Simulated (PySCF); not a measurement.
HN, SMILES [NH], multiplicity 3. Atoms are numbered in the order given.

```xyz
2

N      0.0000     0.0000    -0.1299
H      0.0000     0.0000     0.9093
```
Charge 0, spin multiplicity 3.

Geometry optimised at PBE0-D3(BJ)/def2-TZVPD.

The numbers are results of B3LYP/pcH-1 (PySCF), not measurements.

Unrestricted Kohn–Sham, ⟨S²⟩ = 2.005. Hyperfine tensors hold the contact and dipolar terms, without spin-orbit corrections.

Computed hyperfine couplings:
| nucleus | A(iso) (MHz) | A(iso) (G) | dipolar principal values (MHz) |
|---|---|---|---|
| 14N no. 1 | 18.7 | 6.7 | -47.4, 23.7, 23.7 |
| 1H no. 2 | -57.1 | -20.4 | -32.2, -32.2, 64.4 |
